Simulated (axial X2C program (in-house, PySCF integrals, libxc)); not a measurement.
# Levels of SiH by electron attachment to SiH⁺ (EOM-EA-CCSD)

Calculated with an axial X2C code built on PySCF integrals: two-component X2C with atomic mean-field Coulomb and Gaunt terms, Gaussian nuclei, basis Si dyall-av3z, H dyall-av3z with contracted cores.

R = 1.413 Å (0.920 times 1.536 Å, the PBE0 minimum at charge 0 for the lowest determinant).

Levels of SiH obtained by attaching an electron to SiH⁺:

| Ω | binding energy (eV) | above lowest (cm⁻¹) | attached spinor | one-particle weight |
| --- | --- | --- | --- | --- |
| 1/2 | 7.789 | 0 | 78% Si pπ, 15% H pπ, 6% H dπ | 0.95 |
| 3/2 | 7.773 | 133 | 78% Si pπ, 15% H pπ, 6% H dπ | 0.95 |
| 1/2 | 3.213 | 36908 | 49% H sσ, 41% Si sσ, 8% H pσ | 0.98 |

Question: What is the splitting of the first π pair in the table, and is it regular or inverted?

Answer: E(3/2) − E(1/2) = 133 − 0 = 133 cm⁻¹ at EOM-EA-CCSD: regular, Ω = 1/2 lower. Splittings at this level can be off by ten to twenty per cent.

This point took 4.1 s on 1 thread of Intel(R) Xeon(R) Processor @ 2.30GHz, on a shared host.

Reference electrons by ω block (each with its −ω partner): 1/2: 6, 3/2: 1. 4 electrons of SiH⁺ correlated (inner shells frozen), 90 natural virtual spinors (a truncated set); levels can be off by some tenths of an eV. Roots sought by Ω: (1/2: 5, 3/2: 4, 5/2: 2, 7/2: 1); the list ends where they run out and leaves out roots under 60 % one-particle weight. The solver can skip a root, and states that need a further excitation, which the method places far too high, are missing though they may lie low or lowest. T1 of the reference 0.011 (Lee–Taylor). The reference was not checked to be the lowest state of its species. Number of frozen shells: Si 2 s, 1 p; H none.
